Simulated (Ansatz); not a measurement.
Diamond-structure Si was calculated with RPBE in Ansatz (plane waves, PAW).

Numerical settings: plane-wave cutoff 520 eV, 12×12×12 k mesh, scalar-relativistic PAW data made under PBE.

Cell (relaxed at this level):

```xyz
2
Lattice="0.0000 2.7511 2.7511 2.7511 0.0000 2.7511 2.7511 2.7511 0.0000" Properties=species:S:1:pos:R:3 pbc="T T T"
Si     2.7511     2.7511     2.7511
Si     4.1266     4.1266     4.1266
```

### Question
Give the computed Young modulus, Poisson ratio, elastic constant C12, elastic constant C11 and elastic constant C44.

### Answer

* **Young modulus**: 150 GPa
* **Poisson ratio**: 0.206
* **elastic constant C12**: 52.8 GPa
* **elastic constant C11**: 149 GPa
* **elastic constant C44**: 73.6 GPa

Measured, for comparison: elastic constant C12 64.9 GPa, elastic constant C11 168 GPa, elastic constant C44 80.2 GPa (low temperature, zero-point motion not removed; as tabulated in Tanner et al. (2021), arXiv:2110.11888). Computed (rounded) less measured: elastic constant C12 -19 %, elastic constant C11 -11 %, elastic constant C44 -8 %.

Elastic constants are with the ions relaxed.

Ansatz is a first-principles code.
